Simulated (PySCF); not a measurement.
silicon monoxide cation (OSi), SMILES [Si]=O (connectivity only; charge and spin as stated), charge +1, multiplicity 2. Atoms are numbered in the order given.

```xyz
2

Si     0.0000     0.0000    -0.5537
O      0.0000     0.0000     0.9690
```
Charge +1, spin multiplicity 2.

Geometry: B3LYP-D3(BJ)/def2-TZVPD. The multiplicity is an assumed one; other spin states were not compared.

Two levels are set side by side: PBE/pcH-1 (PySCF) and B3LYP/pcH-1 (PySCF). Contact hyperfine couplings, same geometry. Differences are taken from unrounded values.

```csv
quantity,B3LYP
"A(iso) of 29Si, atom Si1 (MHz)",-488.9
"A(iso) of 17O, atom O2 (MHz)",-20.4
```

Q: What does PBE give, and how far is it from B3LYP? (An estimate is asked for; the answer gives what the named calculation found.)

A: 
```
quantity                           PBE  PBE minus B3LYP
------------------------------  ------  ---------------
A(iso) of 29Si, atom Si1 (MHz)  -685.9           -197.0
A(iso) of 17O, atom O2 (MHz)     -13.6              6.8
```

Rough cost on one machine, each run with all the roots and properties that it gave: B3LYP against PBE within a factor of 2.
